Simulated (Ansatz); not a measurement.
A made-up structure of CH$_{4}$BO (charge -1), closed shell:

```
7
angstrom
C -0.5623 0.3782 -0.1758
B 0.7694 -0.4937 0.1709
O 1.7223 -0.7676 -0.6460
H -1.4733 -0.2151 -0.0047
H -0.5695 0.7324 -1.2144
H -0.6439 1.2507 0.4900
H 2.2928 -1.2851 -0.0565
```

It is relaxed with PBE-D4/def2-SVPD and then PBE0-D4/def2-TZVPD (Ansatz 0.2.0). Atoms count as bonded within 1.22 times the sum of their covalent radii (H–H: 0.88 Å). The end point is not checked to be a true minimum.

(1) Does its bonding change? (A judgement: the text doesn't fix the answer.)

## Answers

(1) Computed: No: no bond forms or breaks.

Where it ends: The first stage lowers the energy by 0.48 eV in 6 steps. It ends as CH₄BO ([CH3][B][OH]), total charge -1:
```json
{"atom": "C1", "x (Å)": "-0.5416", "y (Å)": "0.3593", "z (Å)": "-0.1559"}
{"atom": "B2", "x (Å)": "0.6816", "y (Å)": "-0.5168", "z (Å)": "0.3849"}
{"atom": "O3", "x (Å)": "1.6250", "y (Å)": "-0.7170", "z (Å)": "-0.6236"}
{"atom": "H4", "x (Å)": "-1.4786", "y (Å)": "-0.1980", "z (Å)": "-0.0384"}
{"atom": "H5", "x (Å)": "-0.4244", "y (Å)": "0.6506", "z (Å)": "-1.2191"}
{"atom": "H6", "x (Å)": "-0.6500", "y (Å)": "1.2642", "z (Å)": "0.4538"}
{"atom": "H7", "x (Å)": "2.3236", "y (Å)": "-1.2426", "z (Å)": "-0.2382"}
```

Labels in which every atom is bracketed show which atoms are joined, not bond orders.

For scale, one of the runs: PBE0-D4/def2-TZVPD relaxation, 150 basis functions, launched by `ansatz run in.yaml --threads 2 --pin off --events-out ev --progress --plain --max-ram 4352MiB`. Hardware: 2 CPU threads of an Arm Neoverse V2, shared host. Wall time about 16 s.
